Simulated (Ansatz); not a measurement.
Rutile TiO2, treated with LDA (plane waves, PAW; Ansatz, a quantum-chemistry and plane-wave program).

Settings: plane-wave cutoff 500 eV, 10×10×14 k mesh (along the axes of the cell as run), gaussian smearing 0.02 eV, no spin polarisation, scalar-relativistic PAW data made under PBE.

Cell (relaxed at this level):

```
CELL_PARAMETERS angstrom
      4.54840     0.00000     0.00000
      0.00000     4.54840     0.00000
      0.00000     0.00000     2.91709
ATOMIC_POSITIONS crystal
  Ti 0.50000 0.50000 0.00000
  Ti 0.00000 0.00000 0.50000
  O  0.69603 0.69603 0.50000
  O  0.30397 0.30397 0.50000
  O  0.80397 0.19603 0.00000
  O  0.19603 0.80397 0.00000
```

### Question
Give the computed band gap.

### Answer

* **band gap**: 1.86 eV (on the SCF k mesh)

Computed values are for the static lattice.

It cost roughly 2.8 core-minutes of CPU time.
